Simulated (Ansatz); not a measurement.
Cost and result for the atomization energy of `C#C/C=C/C` (11 atoms, 10 bonds).

Cartesian coordinates in Å:
```
C -0.3483 -2.8710 -0.9331
C -0.4043 -1.7642 -0.4635
C -0.5035 -0.4704 0.1046
C 0.4152 0.4863 -0.0471
C 0.3179 1.8447 0.5452
H -0.2908 -3.8473 -1.3520
H -1.3940 -0.2700 0.6969
H 1.2976 0.2658 -0.6426
H 0.3406 2.6131 -0.2344
H 1.1696 2.0455 1.2032
H -0.5999 1.9676 1.1227
```

Charge 0, multiplicity 1. The geometry is a stationary point of PBE0-D4/def2-TZVP. Program: Ansatz. All runs use 4 threads of an Arm Neoverse V2 on a shared host. Times are those of one run each, without the atoms' runs, and a repeat can differ threefold. Electronic energies, without spin–orbit coupling; frozen cores. CCSD(T)/CBS adds CCSD(T) − MP2 in def2-TZVPP to the MP2 limit, and its time is that of the two runs behind it. T1 = 0.012; the RHF reference is unstable towards UHF. B3LYP takes the VWN-RPA correlation (the form of Gaussian; ORCA's B3LYP/G). HSE06 is the plane-wave form, built on full-range PBE exchange.

CCSD(T)/CBS is a level of theory with its own doubt, some kJ/mol a heavy atom from the limit and from the frozen cores, so smaller differences don't rank the functionals.

```
                            level  functions  wall time  atomization (kJ/mol)  difference from CCSD(T)/CBS  per bond
           LDA (SPW92)/def2-TZVPP        239     0.85 s                5512.5                        709.8      71.0
               PBE0-D4/def2-TZVPP        239      1.6 s                4866.8                         64.1       6.4
              HSE06-D4/def2-TZVPP        239      1.8 s                4871.1                         68.4       6.8
B3LYP-D4/def2-TZVPP (with forces)        239      2.6 s                4826.0                         23.3       2.3
            r2SCANh-D4/def2-TZVPP        239      2.9 s                4802.7                          0.0       0.0
                 CCSD(T)/def2-SVP        100      3.1 s                4633.6                       -169.1     -16.9
                B2PLYP/def2-TZVPP        239      3.8 s                4786.5                        -16.2      -1.6
               ωB97X-V/def2-TZVPP        239      4.6 s                4798.6                         -4.1      -0.4
                B97M-V/def2-TZVPP        239      5.5 s                4826.4                         23.7       2.4
 ωB97M-V/def2-TZVPP (with forces)        239      6.5 s                4820.8                         18.1       1.8
                   MP2/def2-QZVPP        465       15 s                4858.2                         55.5       5.5
               CCSD(T)/def2-TZVPP        239       75 s                4693.6                       -109.1     -10.9
                CCSD(T)/CBS(def2)          –       89 s                4802.7                          0.0       0.0
```

The D4 term adds +28.8 kJ/mol with B3LYP and +15.1 kJ/mol with PBE0; it sums over pairs of atoms, weighted by their polarisabilities, and B3LYP, whose exchange is more repulsive, gets the larger term. From r2SCAN to r2SCAN0 (25 % exact exchange), in def2-TZVPP and without D4, the atomization energy moves by −73.2 kJ/mol: exact exchange takes away binding that semilocal exchange gives to molecules. In def2-TZVPP, CCSD(T) changes the Hartree–Fock value by +1118.2 kJ/mol (the triples alone add +80.0 kJ/mol) and MP2 by +1218.7 kJ/mol; breaking electron pairs costs correlation energy, which Hartree–Fock lacks.
